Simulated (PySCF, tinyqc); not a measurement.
Coupled-perturbed Hartree-Fock on RHF in the sto-3g basis, for BH, spin multiplicity 1, step by step. The lowest restricted solution is unstable here: a spin-polarised one lies 0.0052 hartree lower (PySCF). Computed by tinyqc, a small Python program that keeps every step (integrals from PySCF). Settings: charge = 0, multiplicity = 1, basis = sto-3g, method = RHF, energy threshold = 1e-10, iteration cap = 69, orthogonalisation = symmetric, start = atomic densities, DIIS depth = 6. Command: `OMP_NUM_THREADS=1 python tinyqc.py 31715 31716 out.jsonl` (the two numbers bound the seeds that draw the settings). One thread of a shared host (Intel(R) Xeon(R) Processor @ 2.60GHz), about 0.2 s of CPU time with the checks. The early iterations of the SCF are left out here.

## One-electron integrals

Geometry (angstrom):
```
atom         x         y         z
B     0.000000  0.000000  0.000000
H     0.000000  0.000000  1.649000
```

Basis sto-3g: exponents (1/bohr^2) and contraction coefficients of normalised primitives:
```
element  l (shell)   exponent  coefficient
B            s (1)  48.791113     0.154329
B            s (1)   8.887362     0.535328
B            s (1)   2.405267     0.444635
B            s (2)   2.236956    -0.099967
B            s (2)   0.519821     0.399513
B            s (2)   0.169062     0.700115
B            p (3)   2.236956     0.155916
B            p (3)   0.519821     0.607684
B            p (3)   0.169062     0.391957
H            s (1)   3.425251     0.154329
H            s (1)   0.623914     0.535328
H            s (1)   0.168855     0.444635
```

Overlap, kinetic and nuclear-attraction integrals over the contracted functions; the nuclear repulsion is the sum of Za Zb / Rab.

nuclear repulsion = 1.60453975 hartree

overlap S, order 1B 1s, 1B 2s, 1B 2px, 1B 2py, 1B 2pz, 2H 1s:
$$\begin{pmatrix}
1.000000 & 0.269328 & 0.000000 & 0.000000 & 0.000000 & 0.023902 \\
0.269328 & 1.000000 & 0.000000 & 0.000000 & 0.000000 & 0.270851 \\
0.000000 & 0.000000 & 1.000000 & 0.000000 & 0.000000 & 0.000000 \\
0.000000 & 0.000000 & 0.000000 & 1.000000 & 0.000000 & 0.000000 \\
0.000000 & 0.000000 & 0.000000 & 0.000000 & 1.000000 & 0.319621 \\
0.023902 & 0.270851 & 0.000000 & 0.000000 & 0.319621 & 1.000000
\end{pmatrix}$$

kinetic energy T (hartree), order 1B 1s, 1B 2s, 1B 2px, 1B 2py, 1B 2pz, 2H 1s:
$$\begin{pmatrix}
10.826302 & -0.047967 & 0.000000 & 0.000000 & 0.000000 & -0.006851 \\
-0.047967 & 0.359168 & 0.000000 & 0.000000 & 0.000000 & 0.012992 \\
0.000000 & 0.000000 & 1.123881 & 0.000000 & 0.000000 & 0.000000 \\
0.000000 & 0.000000 & 0.000000 & 1.123881 & 0.000000 & 0.000000 \\
0.000000 & 0.000000 & 0.000000 & 0.000000 & 1.123881 & 0.067415 \\
-0.006851 & 0.012992 & 0.000000 & 0.000000 & 0.067415 & 0.760032
\end{pmatrix}$$

nuclear attraction V (hartree), order 1B 1s, 1B 2s, 1B 2px, 1B 2py, 1B 2pz, 2H 1s:
$$\begin{pmatrix}
-23.468296 & -3.225792 & 0.000000 & 0.000000 & -0.009677 & -0.287947 \\
-3.225792 & -4.090870 & 0.000000 & 0.000000 & -0.095877 & -0.873453 \\
0.000000 & 0.000000 & -4.040402 & 0.000000 & 0.000000 & 0.000000 \\
0.000000 & 0.000000 & 0.000000 & -4.040402 & 0.000000 & 0.000000 \\
-0.009677 & -0.095877 & 0.000000 & 0.000000 & -4.100440 & -0.965690 \\
-0.287947 & -0.873453 & 0.000000 & 0.000000 & -0.965690 & -2.827793
\end{pmatrix}$$

core Hamiltonian H = T + V (hartree), order 1B 1s, 1B 2s, 1B 2px, 1B 2py, 1B 2pz, 2H 1s:
$$\begin{pmatrix}
-12.641994 & -3.273759 & 0.000000 & 0.000000 & -0.009677 & -0.294798 \\
-3.273759 & -3.731702 & 0.000000 & 0.000000 & -0.095877 & -0.860461 \\
0.000000 & 0.000000 & -2.916521 & 0.000000 & 0.000000 & 0.000000 \\
0.000000 & 0.000000 & 0.000000 & -2.916521 & 0.000000 & 0.000000 \\
-0.009677 & -0.095877 & 0.000000 & 0.000000 & -2.976559 & -0.898275 \\
-0.294798 & -0.860461 & 0.000000 & 0.000000 & -0.898275 & -2.067761
\end{pmatrix}$$

## Two-electron integrals

Functions are numbered as in S; the eight-fold symmetry (ij|kl) = (ji|kl) = (kl|ij) leaves the list below.

Two-electron integrals (ij|kl) in chemists' order, unique and non-zero (hartree):
```
(11|11) 2.923513   (21|11) 0.518376   (21|21) 0.109262   (22|11) 0.744229
(22|21) 0.193177   (22|22) 0.544804   (31|31) 0.020264   (32|31) 0.029996
(32|32) 0.120346   (33|11) 0.742491   (33|21) 0.193240   (33|22) 0.544682
(33|33) 0.586773   (41|41) 0.020264   (42|41) 0.029996   (42|42) 0.120346
(43|43) 0.031630   (44|11) 0.742491   (44|21) 0.193240   (44|22) 0.544682
(44|33) 0.523513   (44|44) 0.586773   (51|51) 0.020264   (52|51) 0.029996
(52|52) 0.120346   (53|53) 0.031630   (54|54) 0.031630   (55|11) 0.742491
(55|21) 0.193240   (55|22) 0.544682   (55|33) 0.523513   (55|44) 0.523513
(55|55) 0.586773   (61|11) 0.045785   (61|21) 0.009619   (61|22) 0.017078
(61|33) 0.017009   (61|44) 0.017009   (61|51) 0.000669   (61|52) 0.001247
(61|55) 0.017227   (61|61) 0.000871   (62|11) 0.138175   (62|21) 0.036583
(62|22) 0.117436   (62|33) 0.113878   (62|44) 0.113878   (62|51) 0.003952
(62|52) 0.026550   (62|55) 0.124429   (62|61) 0.003433   (62|62) 0.039349
(63|31) 0.003222   (63|32) 0.016049   (63|53) 0.004640   (63|63) 0.003679
(64|41) 0.003222   (64|42) 0.016049   (64|54) 0.004640   (64|64) 0.003679
(65|11) 0.142447   (65|21) 0.038144   (65|22) 0.128949   (65|33) 0.122438
(65|44) 0.122438   (65|51) 0.006594   (65|52) 0.041663   (65|55) 0.141817
(65|61) 0.003702   (65|62) 0.050082   (65|65) 0.066118   (66|11) 0.320149
(66|21) 0.086161   (66|22) 0.313793   (66|33) 0.297549   (66|44) 0.297549
(66|51) 0.009444   (66|52) 0.087574   (66|55) 0.345806   (66|61) 0.008131
(66|62) 0.145755   (66|65) 0.199541   (66|66) 0.774606
```

## Orthogonalisation

S = U s U^T; symmetric (Loewdin) form X = U s^(-1/2) U^T, so that X^T S X = 1.

eigenvalues of S: [0.547537, 0.803713, 1.000000, 1.000000, 1.176788, 1.471962]

X, order 1B 1s, 1B 2s, 1B 2px, 1B 2py, 1B 2pz, 2H 1s:
$$\begin{pmatrix}
1.029512 & -0.146015 & 0.000000 & 0.000000 & -0.005522 & 0.019153 \\
-0.146015 & 1.062757 & 0.000000 & 0.000000 & 0.038744 & -0.157569 \\
0.000000 & 0.000000 & 1.000000 & 0.000000 & 0.000000 & 0.000000 \\
0.000000 & 0.000000 & 0.000000 & 1.000000 & 0.000000 & 0.000000 \\
-0.005522 & 0.038744 & 0.000000 & 0.000000 & 1.044128 & -0.180450 \\
0.019153 & -0.157569 & 0.000000 & 0.000000 & -0.180450 & 1.076547
\end{pmatrix}$$

## Iteration 8 (converged): orbitals

converged F (hartree), order 1B 1s, 1B 2s, 1B 2px, 1B 2py, 1B 2pz, 2H 1s:
$$\begin{pmatrix}
-7.367007 & -2.148926 & 0.000000 & 0.000000 & -0.017208 & -0.198628 \\
-2.148926 & -1.017443 & 0.000000 & 0.000000 & 0.002805 & -0.303599 \\
0.000000 & 0.000000 & 0.254836 & 0.000000 & 0.000000 & 0.000000 \\
0.000000 & 0.000000 & 0.000000 & 0.254836 & 0.000000 & 0.000000 \\
-0.017208 & 0.002805 & 0.000000 & 0.000000 & -0.009514 & -0.308774 \\
-0.198628 & -0.303599 & 0.000000 & 0.000000 & -0.308774 & -0.202028
\end{pmatrix}$$

Diagonalise F' = X^T F X, C = X C', fill 3 alpha and 3 beta electrons from the bottom; D = 2 C_occ C_occ^T. Each column has its largest component positive (the first on a tie).

F' = X^T F X (hartree):
$$\begin{pmatrix}
-7.189820 & -1.112681 & 0.000000 & 0.000000 & -0.035768 & 0.016361 \\
-1.112681 & -0.547581 & 0.000000 & 0.000000 & 0.084178 & -0.213609 \\
0.000000 & 0.000000 & 0.254836 & 0.000000 & 0.000000 & 0.000000 \\
0.000000 & 0.000000 & 0.000000 & 0.254836 & 0.000000 & 0.000000 \\
-0.035768 & 0.084178 & 0.000000 & 0.000000 & 0.102845 & -0.332838 \\
0.016361 & -0.213609 & 0.000000 & 0.000000 & -0.332838 & -0.034391
\end{pmatrix}$$

orbital energies (hartree): MO1 -7.371369, MO2 -0.482265, MO3 -0.242767, MO4 0.254836, MO5 0.254836, MO6 0.427455

coefficients C, order 1B 1s, 1B 2s, 1B 2px, 1B 2py, 1B 2pz, 2H 1s:
$$\begin{pmatrix}
0.992606 & -0.251034 & -0.155733 & 0.000000 & 0.000000 & -0.095268 \\
0.026673 & 0.817752 & 0.589232 & 0.000000 & 0.000000 & 0.400598 \\
0.000000 & 0.000000 & 0.000000 & 0.237410 & 0.971410 & 0.000000 \\
0.000000 & 0.000000 & 0.000000 & 0.971410 & -0.237410 & 0.000000 \\
0.003474 & 0.117497 & -0.575310 & 0.000000 & 0.000000 & 0.882891 \\
-0.004184 & 0.401989 & -0.561723 & 0.000000 & 0.000000 & -0.859979
\end{pmatrix}$$

D after iteration 8, order 1B 1s, 1B 2s, 1B 2px, 1B 2py, 1B 2pz, 2H 1s:
$$\begin{pmatrix}
2.145074 & -0.541142 & 0.000000 & 0.000000 & 0.127094 & -0.035176 \\
-0.541142 & 2.033248 & 0.000000 & 0.000000 & -0.485631 & -0.004739 \\
0.000000 & 0.000000 & 0.000000 & 0.000000 & 0.000000 & 0.000000 \\
0.000000 & 0.000000 & 0.000000 & 0.000000 & 0.000000 & 0.000000 \\
0.127094 & -0.485631 & 0.000000 & 0.000000 & 0.689598 & 0.740765 \\
-0.035176 & -0.004739 & 0.000000 & 0.000000 & 0.740765 & 0.954290
\end{pmatrix}$$

Within a degenerate level the vectors are fixed only up to a rotation; this is one choice.

## Convergence

Stop when the energy changes by less than 1e-10 hartree and every element of the error matrix X^T (F D S - S D F) X is below 3e-06.

Course of the cycle:
```
iteration   E (hartree)     change  largest element of the error matrix
1          -24.55000382          -                             2.71e-01
2          -24.65192228  -1.02e-01                             2.07e-01
3          -24.68771920  -3.58e-02                             5.98e-02
4          -24.69157437  -3.86e-03                             4.05e-03
5          -24.69160559  -3.12e-05                             4.23e-04
6          -24.69160584  -2.59e-07                             1.41e-05
7          -24.69160584  -4.07e-10                             9.74e-08
8          -24.69160584  -7.11e-15                             2.04e-11
```

PySCF RHF in the same basis = -24.69160584 hartree

Converged in 8 iterations.

## Integrals over molecular orbitals

(pq|rs) = sum C_ip C_jq C_kr C_ls (ij|kl), one index at a time.

one-electron integrals over orbitals h = C^T H C (hartree):
$$\begin{pmatrix}
-12.629222 & 0.308844 & 0.181098 & 0.000000 & 0.000000 & 0.113429 \\
0.308844 & -2.932189 & -0.250450 & 0.000000 & 0.000000 & -0.419813 \\
0.181098 & -0.250450 & -2.638334 & 0.000000 & 0.000000 & 0.381098 \\
0.000000 & 0.000000 & 0.000000 & -2.916521 & 0.000000 & 0.000000 \\
0.000000 & 0.000000 & 0.000000 & 0.000000 & -2.916521 & 0.000000 \\
0.113429 & -0.419813 & 0.381098 & 0.000000 & 0.000000 & -2.470743
\end{pmatrix}$$

Two-electron integrals over orbitals (pq|rs), unique and non-zero (hartree):
```
(11|11) 2.892653    (21|11) -0.273370   (21|21) 0.041189    (22|11) 0.625610
(22|21) -0.009637   (22|22) 0.481959    (31|11) -0.166418   (31|21) 0.023281
(31|22) -0.013041   (31|31) 0.022951    (32|11) 0.137804    (32|21) -0.008357
(32|22) -0.022772   (32|31) 0.006266    (32|32) 0.116634    (33|11) 0.589059
(33|21) -0.009786   (33|22) 0.437284    (33|31) 0.003045    (33|32) 0.020895
(33|33) 0.482465    (41|41) 0.021609    (42|41) 0.023140    (42|42) 0.080809
(43|41) 0.014052    (43|42) 0.042857    (43|43) 0.041338    (44|11) 0.742012
(44|21) -0.010112   (44|22) 0.470004    (44|31) -0.005747   (44|32) 0.075311
(44|33) 0.445541    (44|44) 0.586773    (51|51) 0.021609    (52|51) 0.023140
(52|52) 0.080809    (53|51) 0.014052    (53|52) 0.042857    (53|53) 0.041338
(54|54) 0.031630    (55|11) 0.742012    (55|21) -0.010112   (55|22) 0.470004
(55|31) -0.005747   (55|32) 0.075311    (55|33) 0.445541    (55|44) 0.523513
(55|55) 0.586773    (61|11) -0.102679   (61|21) 0.017937    (61|22) 0.004668
(61|31) -0.001445   (61|32) -0.015850   (61|33) -0.013712   (61|44) -0.003502
(61|55) -0.003502   (61|61) 0.021551    (62|11) 0.156759    (62|21) -0.002851
(62|22) 0.049011    (62|31) -0.012775   (62|32) 0.030144    (62|33) -0.015515
(62|44) 0.085503    (62|55) 0.085503    (62|61) 0.011456    (62|62) 0.099016
(63|11) -0.157401   (63|21) 0.003891    (63|22) -0.004115   (63|31) -0.004487
(63|32) -0.106252   (63|33) -0.029368   (63|44) -0.085780   (63|55) -0.085780
(63|61) 0.009437    (63|62) -0.060650   (63|63) 0.129062    (64|41) 0.008156
(64|42) 0.029613    (64|43) -0.000282   (64|64) 0.027007    (65|51) 0.008156
(65|52) 0.029613    (65|53) -0.000282   (65|65) 0.027007    (66|11) 0.617586
(66|21) -0.006816   (66|22) 0.492659    (66|31) -0.013305   (66|32) -0.058557
(66|33) 0.463668    (66|44) 0.445929    (66|55) 0.445929    (66|61) 0.008363
(66|62) 0.017125    (66|63) 0.031899    (66|66) 0.548062
```

## Response to a field: uncoupled start

dipole integrals <a|z|i> (bohr), order a4, a5, a6:
$$\begin{pmatrix}
0.000000 & 0.000000 & 0.000000 \\
0.000000 & 0.000000 & 0.000000 \\
0.097186 & -0.429042 & 1.429548
\end{pmatrix}$$

Field along z; U_ai = -mu_ai / (e_a - e_i), alpha = -4 sum U_ai mu_ai.

uncoupled U, order a4, a5, a6:
$$\begin{pmatrix}
0.000000 & 0.000000 & 0.000000 \\
0.000000 & 0.000000 & 0.000000 \\
-0.012462 & 0.471620 & -2.132948
\end{pmatrix}$$

uncoupled polarisability = 13.010831 bohr^3

## Coupled step 1

U_ai = -(mu_ai + sum_bj [4 (ai|bj) - (ab|ij) - (aj|bi)] U_bj) / (e_a - e_i); alpha = -4 sum U_ai mu_ai.

U after step 1, order a4, a5, a6:
$$\begin{pmatrix}
0.000000 & 0.000000 & 0.000000 \\
0.000000 & 0.000000 & 0.000000 \\
-0.004454 & 0.284284 & -2.288742
\end{pmatrix}$$

polarisability = 13.577076 bohr^3

## Coupled step 2

As before.

U after step 2, order a4, a5, a6:
$$\begin{pmatrix}
0.000000 & 0.000000 & 0.000000 \\
0.000000 & 0.000000 & 0.000000 \\
-0.002066 & 0.222509 & -2.341507
\end{pmatrix}$$

polarisability = 13.771852 bohr^3

## Coupled polarisability

Repeat until U stops changing; compare with -d2E/dF2.

Course of the coupled iterations:
```
step  alpha (bohr^3)
0          13.010831
1          13.577076
2          13.771852
3          13.836599
4          13.858128
5          13.865286
6          13.867667
7          13.868458
8          13.868721
9          13.868809
10         13.868838
11         13.868848
12         13.868851
13         13.868852
14         13.868852
15         13.868852
16         13.868852
17         13.868852
```

coupled polarisability = 13.868852 bohr^3

finite-field check, fields of +/-0.001 au = 13.868842 bohr^3
